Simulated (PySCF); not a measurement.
Species: C$_{2}$HO$_{2}$, net charge -1, singlet state. It need not be the lowest isomer of its formula. Whether it binds its extra electron was not tested at this geometry. 
Geometry from a B3LYP-D3(BJ)/def2-TZVP (Ansatz) optimisation:
```
C
O 1 1.2680
C 1 1.4044 2 129.38
O 3 1.2144 1 144.32 2 -101.63
H 1 1.1280 2 119.91 3 155.60
```
Charge -1, spin multiplicity 1.

Dispersion corrections to the total energy (kcal/mol) from the dftd3 and dftd4 libraries through PySCF: D3(BJ) without and D4 with the three-body term, each with the damping fitted for the functional named.

```
functional  D3(BJ)     D4
----------  ------  -----
r2SCAN         ___  -0.45
LC-wPBE      -1.38    ___
PBE0           ___  -1.54
PW6B95       -0.70  -1.67
CAM-B3LYP    -1.12  -1.53
BP86         -2.35  -2.40
B2GP-PLYP    -0.90  -0.76
```

Fill in the missing entries.


- r2SCAN, D3(BJ): -0.39
- LC-wPBE, D4: -2.06
- PBE0, D3(BJ): -1.29
